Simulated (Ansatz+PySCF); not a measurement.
Results of a calculation; reference values are marked as such.
Input for PySCF 2.14.0:

```python
from pyscf import gto, scf, cc

mol = gto.M(atom="""
B 0.000000 0.000000 0.880870
B 0.000000 0.000000 -0.880870
H 0.993360 0.000000 0.000000
H -0.993360 0.000000 0.000000
H 0.000000 1.051520 1.466700
H 0.000000 -1.051520 1.466700
H 0.000000 1.051520 -1.466700
H 0.000000 -1.051520 -1.466700
""", basis='def2-svp', charge=0, spin=0)
mf = scf.UHF(mol)
mf.kernel()
mycc = cc.CCSD(mf, frozen=2).run()
et = mycc.ccsd_t()
print(mf.e_tot, mycc.e_corr, et, mycc.e_tot + et)
```

The script is written out from the run's settings.

Output:

| Quantity | Value |
| --- | --- |
| Converged | yes |
| Reference energy | -52.77831 hartree |
| CCSD correlation energy | -0.25756 hartree |
| Triples correction | -0.00624 hartree |
| Total energy | -53.04211 hartree |
